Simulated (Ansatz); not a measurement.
# B₂H (doublet): the correlation ladder at distance B1–H3 = 1.840 Å, 6-31G

The task here is to estimate one member of a computed series from the others.

Method: 6-31G, core rule «outside noble gas», up to 2 orbitals frozen; program: Ansatz 0.2.0, Gaussian basis.

The runs, in order: UHF; CCSD(T) on ROHF; CCSD(T) on UHF; BCCD(T) on ROHF; CISD; CCSDT(Q) on ROHF; CCSDT(Q) on UHF; CISDTQ; CCSDTQ on ROHF; CCSDTQ on UHF; CASSCF and MRCISD+Q, 3 electrons in 3 orbitals; CASSCF and NEVPT2, 3 electrons in 3 orbitals; CASSCF and MRCISD+Q, 7 electrons in 9 orbitals; CASSCF and NEVPT2, 7 electrons in 9 orbitals; Full CI.

22 further runs of the same task are left out: 1 for a known fault of the program, 14 that didn't finish, 7 set aside as unsound or not needed.

### The system

The geometry derives from a PBE0/def2-TZVP stationary point (not a proven minimum). One bond is set to the value named and the two fragments are kept rigid.

3 atoms, charge 0, spin multiplicity 2.

Atoms are counted from 1 here; the program's logs count them from 0.

Bond lengths: B1–B2 1.523 Å.

Set-up of the first run:

File in.yaml:

```yaml
crystal:
  periodic: [false, false, false]
  atoms:
    - {symbol: B, position_ang: [0.000000, 0.000000, -0.105763]}
    - {symbol: B, position_ang: [0.000000, 0.000000, -1.628475]}
    - {symbol: H, position_ang: [0.000000, 0.000000, 1.734237]}
basis:
  gaussian: {orbitals: 6-31G}
magnetization: {spin_polarized: true, initial_magnetization: 1}
hamiltonian: {xc: hf}
output: {orbitals: {seedname: orbitals}}
```

The run is started by

```sh
$ ansatz run in.yaml --threads 1 --pin off --events-out ev --progress --plain --max-ram 2393MiB
```

Among the steps run: UHF; CCSD(T) on ROHF; CCSD(T) on UHF; BCCD(T) on ROHF; CISD; CCSDT(Q) on ROHF; CCSDT(Q) on UHF; CISDTQ; CCSDTQ on ROHF; CCSDTQ on UHF; CASSCF and MRCISD+Q, 3 electrons in 3 orbitals; CASSCF and NEVPT2, 3 electrons in 3 orbitals; CASSCF and MRCISD+Q, 7 electrons in 9 orbitals; CASSCF and NEVPT2, 7 electrons in 9 orbitals; Full CI.

One table of the session follows, with a row left open; its other results are not shown here.

It belongs to the step «Misses and costs». 

```
          method  from FCI (kJ/mol)
            ROHF             +356.4
            RMP2             +126.2
            CISD              +49.3
           RCCSD                  ?
        RCCSD(T)              +13.6
         BCCD(T)              +14.0
          RCCSDT               +3.8
          CISDTQ               +5.0
       RCCSDT(Q)               +0.1
         RCCSDTQ               +0.2
  CASSCF valence              +62.2
  NEVPT2 valence              +18.6
  MRCISD valence               +1.5
MRCISD+Q valence               +0.5
             FCI                  0
```

Estimate the missing values for RCCSD.

As computed: from FCI (kJ/mol): +25.1. In the column «from FCI (kJ/mol)» it lies between NEVPT2 valence (+18.6) and CISD (+49.3).

Not comparable, so not listed: CASSCF and MRCISD+Q, 3 electrons in 3 orbitals (they don't share determinant, frozen orbitals or solution with the rows shown, or repeat one).

Limits of these values: The report flags that the cluster equations may have other roots. Left out of the table: CASSCF pair, NEVPT2 pair (the active space lost an orbital or holds another state than full CI finds). Left out of the table: UHF, UMP2, UCCSD, UCCSD(T), UCCSDT, UCCSDT(Q), UCCSDTQ (another determinant or state than the rows shown). The program flags RCCSDT(Q), RCCSDTQ as in doubt, so those rows may rest on another solution; read them beside their warnings. Warnings in the runs' records: passed over end.
